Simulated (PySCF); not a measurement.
Cyclopropanecarboxaldehyde, C4H6O.
SMILES with atom numbers: `[O:1]=[CH:2][CH:3]1[CH2:4][CH2:5]1` (hydrogens: H6 on C2; H7 on C3; H8, H9 on C4; H10, H11 on C5)

Method: TDDFT CAM-B3LYP/def2-SVPD, vertical, gas phase, core orbitals frozen in the response (PySCF 2.14.0, density-fitted response routines). Isolated species at its GFN2-xTB geometry (one conformer only). Torsions of this conformer, `[O:1]=[CH:2][CH:3]1[CH2:4][CH2:5]1`: O1–C2–C3–C4 146°.

| state | E (eV) | E (kJ/mol) | λ (nm) | f | \|μ\| (D) | symmetry | main configurations (H = HOMO, L = LUMO) |
| --- | --- | --- | --- | --- | --- | --- | --- |
| S1 | 4.44 | 429 | 279.0 | 0.0001 | 0.08 | – | H→L (95%) |
| S2 | 7.38 | 712 | 167.9 | 0.125 | 2.11 | A′ | H-1→L (54%), H→L+1 (18%), H→L+2 (16%) |
| S3 | 7.65 | 738 | 162.0 | 0.220 | 2.75 | A′ | H-1→L (39%), H→L+2 (26%), H→L+4 (14%) |
| S4 | 7.83 | 756 | 158.3 | 0.0018 | 0.25 | – | H-2→L (95%) |
| S5 | 8.01 | 773 | 154.7 | 0.036 | 1.08 | A′ | H→L+2 (53%), H→L+4 (27%), H→L+1 (15%) |
| S6 | 8.15 | 786 | 152.2 | 0.027 | 0.93 | A′ | H→L+1 (45%), H→L+4 (38%), H→L+5 (10%) |
| S7 | 8.39 | 810 | 147.7 | 0.016 | 0.71 | A″ | H→L+3 (86%) |
| S8 | 8.66 | 835 | 143.2 | 0.0071 | 0.46 | A″ | H-1→L+1 (75%), H-1→L+2 (19%) |

Triplets (Tamm–Dancoff): T1 3.86 eV, H→L (94%); T2 5.66 eV, H-1→L (74%), H-5→L (20%); T3 7.32 eV, H→L+2 (41%), H→L+1 (33%), H→L+4 (20%).

The lowest singlet lies at 4.44 eV (279 nm, ultraviolet) and is dark (f under 0.0005); its leading configuration is HOMO→LUMO (95%). The strongest level in the table is S3 at 7.65 eV (162 nm, f = 0.220). S1 has the pattern of n→π* at C=O. Of the 8 states listed, 5 reach f = 0.01 and 1 stays under 0.0005. Weighted by f, the mean energy of these states is 7.68 eV. Orbital energies (eV): HOMO-3 -12.36, HOMO-2 -10.89, HOMO-1 -10.27, HOMO -8.95, LUMO 0.47, LUMO+1 1.41, LUMO+2 1.77. Symmetry labels in Cs follow from the direction of the transition dipole and are given only for states with f of 0.002 or more. The window holds the lowest 8 singlets.
